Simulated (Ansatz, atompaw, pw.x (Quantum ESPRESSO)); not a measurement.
## What a changed setting does to a pw.x run (bcc Li)

Potential: PAW, atompaw 4.2.0.5, LDA (PW92); core none, reference 1s2 2s1 2p0; waves: 1s (bound): rc 0.75 bohr; 2s (bound): rc 3.00 bohr; 2p (bound, empty): rc 3.00 bohr; 2p channel at 0.3 Ry: rc 3.00 bohr; 3d channel at 0.05 Ry: rc 3.00 bohr; local part: bessel scheme, radius 2.30 bohr; core correction: none; augmentation: besselshape compensation charge, radius 1.76 bohr; PAW radius 3.00 bohr; waves and projectors: custom rrkj gramschmidtortho.

The reference run (k-mesh 14³, cutoffs 120/900 Ry, Fermi–Dirac 0.01 Ry, mixing_beta 0.4, conv_thr 1e-9, no spin) gives -0.19 GPa at 19.087 Å³/atom, where all-electron LAPW gives -0.02 GPa. This run, with its own iteration cap, changes nosym to true.

```
&control
  calculation='scf', prefix='x', pseudo_dir='./', outdir='./tmp', tstress=.true., disk_io='none'
/
&system
  ibrav=0, nat=1, ntyp=1, ecutwfc=120, ecutrho=900, nbnd=8,
  occupations='smearing', smearing='fd', degauss=0.01, nosym=.true.
/
&electrons
  conv_thr=1e-09, mixing_beta=0.4, electron_maxstep=50
/
ATOMIC_SPECIES
Li 1.0 Li.UPF
CELL_PARAMETERS angstrom
  -1.68354952 1.68354952 1.68354952
  1.68354952 -1.68354952 1.68354952
  1.68354952 1.68354952 -1.68354952
ATOMIC_POSITIONS crystal
Li 0.0000 0.0000 0.0000
K_POINTS automatic
14 14 14 0 0 0
```

```bash
pw.x < Li.scf.in > Li.scf.out
```

Task: How does the run end?

Result: It converges in 6 iterations; the free energy moves by +0.0 meV/atom and the pressure by +0.01 GPa. The result is that of the reference run.

```
lattice parameter (alat)  =       5.5104  a.u.
     unit-cell volume          =     128.8055 (a.u.)^3
     number of electrons       =         3.00
     number of Kohn-Sham states=            8
     kinetic-energy cutoff     =     120.0000  Ry
     charge density cutoff     =     900.0000  Ry
     scf convergence threshold =      1.0E-09
     Exchange-correlation= SLA PW NOGX NOGC
     number of k points=  1376  Fermi-Dirac smearing, width (Ry)=  0.0100
     iteration #  1     ecut=   120.00 Ry     beta= 0.40
     total energy              =     -14.82267130 Ry
     estimated scf accuracy    <       0.00061231 Ry
     iteration #  2     ecut=   120.00 Ry     beta= 0.40
     total energy              =     -14.82205427 Ry
     estimated scf accuracy    <       0.00017067 Ry
     iteration #  3     ecut=   120.00 Ry     beta= 0.40
     total energy              =     -14.82215709 Ry
     estimated scf accuracy    <       0.00000281 Ry
     iteration #  4     ecut=   120.00 Ry     beta= 0.40
     total energy              =     -14.82215736 Ry
     estimated scf accuracy    <       0.00000001 Ry
     iteration #  5     ecut=   120.00 Ry     beta= 0.40
     total energy              =     -14.82215737 Ry
     estimated scf accuracy    <          1.0E-09 Ry
     iteration #  6     ecut=   120.00 Ry     beta= 0.40
     the Fermi energy is     1.0817 ev
!    total energy              =     -14.82215737 Ry
     estimated scf accuracy    <          2.3E-12 Ry
     smearing contrib. (-TS)   =      -0.00220135 Ry
     convergence has been achieved in   6 iterations
          total   stress  (Ry/bohr**3)                   (kbar)     P=       -1.88
     Message from routine punch:
     Nothing written, as per user request (disk_io='none')
```

The run took about 2.8 min on one core of a shared host (Intel(R) Xeon(R) 6975P-C, 192 threads, 378 GiB, load 34).
